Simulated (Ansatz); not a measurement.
Basis-set series for C₂H₃ClF₂, SMILES `FCC(F)Cl`. The species carries charge 0 and has multiplicity 1. The geometry is a stationary point of PBE0-D4/def2-TZVP. It is one conformer, not always the lowest.

Z-matrix (Å, degrees):
```
C
C 1 1.507
F 1 1.374 2 109.0
H 1 1.093 2 109.7 3 119.4
H 1 1.092 2 109.8 3 -119.4
Cl 2 1.774 1 108.5 3 174.3
F 2 1.355 1 110.3 3 -65.7
H 2 1.091 1 112.4 3 55.5
```

```csv
functional,basis,functions,energy (Eh),HOMO (eV),LUMO (eV)
PBE0-D4,def2-SVP,89,-737.10322,-8.94,0.90
PBE0-D4,def2-QZVPP,388,-737.62600,-9.15,0.09
ωB97M-V,def2-SVP,89,-737.41945,-11.23,3.14
ωB97M-V,def2-QZVPP,388,-737.94844,-11.50,1.83
```

Task: Give the rows for def2-TZVPP. (Best estimate.)

Result: Computed: 
| functional | basis | functions | energy (Eh) | HOMO (eV) | LUMO (eV) |
| --- | --- | --- | --- | --- | --- |
| PBE0-D4 | def2-TZVPP | 208 | -737.59784 | -9.11 | 0.35 |
| ωB97M-V | def2-TZVPP | 208 | -737.92140 | -11.44 | 2.45 |

Positive LUMOs are unbound and depend on the basis.
